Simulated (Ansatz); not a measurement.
Species: C₂H₃N, SMILES `CC#N` (charge 0, multiplicity 1), formula C$_{2}$H$_{3}$N.

### Question
How many basis functions does frozen-core CCSD(T)/cc-pVTZ // PBE0-D3(BJ)/def2-SVP in Ansatz (a first-principles code) use, how many core orbitals are frozen, and how many electrons are correlated?

### Answer
132 basis functions and 3 frozen orbitals, which leaves 16 correlated electrons. Core time is of the order of seconds.
